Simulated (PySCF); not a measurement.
Compound: 2,3-dihydrofuran, C₄H₆O.
Bonds: C1–C2 (double), C2–O3, O3–C4, C4–C5, C1–C5. Hydrogens: H6 on C1; H7 on C2; H8, H9 on C4; H10, H11 on C5.

The same species was optimised twice, with GFN2-xTB and with PBE0-D3(BJ)/def2-SVP (PySCF), and the same property calculations (PySCF, gas phase) were run on both structures.

```
    coordinate  GFN2-xTB  PBE0-D3(BJ)/def2-SVP  change
     C1–H6 (Å)     1.071                 1.088  +0.017
     C2–H7 (Å)     1.075                 1.091  +0.016
    C5–H10 (Å)     1.092                 1.104  +0.012
    C5–H11 (Å)     1.092                 1.103  +0.011
     C1=C2 (Å)     1.324                 1.335  +0.011
     C2–O3 (Å)     1.360                 1.350  -0.010
     C4–H8 (Å)     1.094                 1.101  +0.007
     C4–H9 (Å)     1.094                 1.101  +0.007
     O3–C4 (Å)     1.430                 1.433  +0.003
     C4–C5 (Å)     1.541                 1.544  +0.003
     C1–C5 (Å)     1.505                 1.506  +0.001
  C5–C1–H6 (°)     123.7                 125.7    +2.0
  C2–C1–H6 (°)     127.4                 126.0    -1.4
H10–C5–H11 (°)     107.8                 106.5    -1.3
 C1–C5–H11 (°)     111.8                 112.5    +0.7
  H8–C4–H9 (°)     108.6                 108.0    -0.6
  C2–C1–C5 (°)     108.9                 108.3    -0.6
 C1–C5–H10 (°)     111.8                 112.3    +0.5
  C1–C2–O3 (°)     115.0                 115.5    +0.5
```

Rotational constants: A = 8182, B = 7900, C = 4232 MHz (GFN2-xTB) against A = 8158, B = 7844, C = 4211 MHz (PBE0-D3(BJ)/def2-SVP). Point groups within 0.08 Å: Cs and Cs. Atoms that the bonding makes alike are paired by their places after alignment.

On the GFN2-xTB structure: isotropic polarisability (au) 49.0 [B3LYP/def2-SVPD]; HOMO (eV) -5.95 [B3LYP/def2-SVPD]; LUMO (eV) 0.51 [B3LYP/def2-SVPD]; dipole (D) 1.26 [B3LYP/def2-SVPD]; HOMO (eV) -6.10 [PBE0/pcSseg-1]; LUMO (eV) 0.96 [PBE0/pcSseg-1]; dipole (D) 1.23 [PBE0/pcSseg-1]; GIAO shielding of C1 (ppm) 85.1 [PBE0/pcSseg-1]; GIAO shielding of C2 (ppm) 32.5 [PBE0/pcSseg-1]; GIAO shielding of O3 (ppm) 206.0 [PBE0/pcSseg-1]; GIAO shielding of C4 (ppm) 116.1 [PBE0/pcSseg-1]; GIAO shielding of C5 (ppm) 153.2 [PBE0/pcSseg-1]; C1s of C1 (eV) 289.90 [delta-SCF UKS SCAN, pcX-2 on the ionised atom, pcseg-1 elsewhere, spin-free X2C]; C1s of C2 (eV) 291.72 [delta-SCF UKS SCAN, pcX-2 on the ionised atom, pcseg-1 elsewhere, spin-free X2C]; O1s of O3 (eV) 538.68 [delta-SCF UKS SCAN, pcX-2 on the ionised atom, pcseg-1 elsewhere, spin-free X2C]; C1s of C4 (eV) 292.25 [delta-SCF UKS SCAN, pcX-2 on the ionised atom, pcseg-1 elsewhere, spin-free X2C]; C1s of C5 (eV) 290.96 [delta-SCF UKS SCAN, pcX-2 on the ionised atom, pcseg-1 elsewhere, spin-free X2C].

Q: What do these properties become on the PBE0-D3(BJ)/def2-SVP structure?

A: 
```tsv
property	level	on GFN2-xTB	on PBE0-D3(BJ)/def2-SVP	change
isotropic polarisability (au)	B3LYP/def2-SVPD	49.0	49.8	+0.8
HOMO (eV)	B3LYP/def2-SVPD	-5.95	-5.91	+0.04
LUMO (eV)	B3LYP/def2-SVPD	0.51	0.50	-0.01
dipole (D)	B3LYP/def2-SVPD	1.26	1.20	-0.06
energy, GFN2-xTB geometry as zero (kcal/mol)	B3LYP/def2-SVPD	0.0	-0.5	-0.5
HOMO (eV)	PBE0/pcSseg-1	-6.10	-6.06	+0.04
LUMO (eV)	PBE0/pcSseg-1	0.96	0.92	-0.04
dipole (D)	PBE0/pcSseg-1	1.23	1.18	-0.05
energy, GFN2-xTB geometry as zero (kcal/mol)	PBE0/pcSseg-1	0.0	-0.1	-0.1
GIAO shielding of C1 (ppm)	PBE0/pcSseg-1	85.1	83.7	-1.4
GIAO shielding of C2 (ppm)	PBE0/pcSseg-1	32.5	30.3	-2.2
GIAO shielding of O3 (ppm)	PBE0/pcSseg-1	206.0	205.7	-0.3
GIAO shielding of C4 (ppm)	PBE0/pcSseg-1	116.1	114.2	-1.9
GIAO shielding of C5 (ppm)	PBE0/pcSseg-1	153.2	152.6	-0.6
C1s of C1 (eV)	delta-SCF UKS SCAN, pcX-2 on the ionised atom, pcseg-1 elsewhere, spin-free X2C	289.90	289.93	+0.03
C1s of C2 (eV)	delta-SCF UKS SCAN, pcX-2 on the ionised atom, pcseg-1 elsewhere, spin-free X2C	291.72	291.75	+0.03
O1s of O3 (eV)	delta-SCF UKS SCAN, pcX-2 on the ionised atom, pcseg-1 elsewhere, spin-free X2C	538.68	538.73	+0.05
C1s of C4 (eV)	delta-SCF UKS SCAN, pcX-2 on the ionised atom, pcseg-1 elsewhere, spin-free X2C	292.25	292.30	+0.05
C1s of C5 (eV)	delta-SCF UKS SCAN, pcX-2 on the ionised atom, pcseg-1 elsewhere, spin-free X2C	290.96	291.03	+0.07
```

The heavy atoms differ by 0.007 Å rms after alignment. Among all bonds C1–H6 and C2–H7 change most and about equally (+0.016 to +0.017 Å). Changes are differences of the printed values. Neither structure is proved a minimum here.
